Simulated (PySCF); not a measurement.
# Phosphorus: a sound run and one with changed settings

Sound run: P [Ne] 3s2 3p3, P⁺ [Ne] 3s2 3p2. Calculation: PySCF 2.14, in cc-pV(T+d)Z; no relativity, point nucleus. The sound run starts from symmetry-adapted Hartree-Fock orbitals and uses a fine grid where one is needed.

Changed run: 26 angular points. This setting is unsound on purpose.

| species | method | sound run (hartree) | changed run (hartree) | converged |
| --- | --- | --- | --- | --- |
| P | UHF | -340.71631 | -340.71631 | yes |
| P | LDA | -339.99464 | -339.99464 | yes |
| P | PBE | -341.10768 | -341.10768 | yes |
| P⁺ | UHF | -340.35204 | -340.35204 | yes |
| P⁺ | LDA | -339.60580 | -339.60592 | yes |
| P⁺ | PBE | -340.72238 | -340.72234 | yes |

Ionisation energy of P:

```
method  sound run (eV)  changed run (eV)
   UHF           9.912             9.912
   LDA          10.581            10.578
   PBE          10.485            10.485
```

A coarse angular grid integrates products of high-l functions wrongly, so density functionals can shift, and the SCF can exploit the error; Hartree-Fock and MP2 need no grid.

For comparison, NIST gives 10.487 eV between the lowest levels.
